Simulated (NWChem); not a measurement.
# A calculation on ethylene (C2H4)

```xyz
6

C      0.0000     0.0000     0.6703
C      0.0000     0.0000    -0.6703
H      0.9374     0.0000     1.2507
H     -0.9374     0.0000     1.2507
H     -0.9374     0.0000    -1.2507
H      0.9374     0.0000    -1.2507
```
Charge 0, spin multiplicity 1.

Everything below was run with NWChem. All single points use one geometry, from PBE/def2-SVP, a minimum by its harmonic frequencies.

Symmetry labels belong to the abelian group D2h used in the runs, with the axes of the coordinates shown.

B3LYP has NWChem's definition, with VWN1-RPA local correlation.

List the lowest 4 singlet excitations that TD-B3LYP/def2-SVPD, VWN1-RPA local correlation gives, with oscillator strengths.


```
state  symmetry  energy (eV)  wavelength (nm)      f
-----  --------  -----------  ---------------  -----
1           b2u         7.37              168  0.062
2           b1u         7.67              162  0.355
3           b1g         7.93              156  0.000
4           b3g         8.02              155  0.000
```
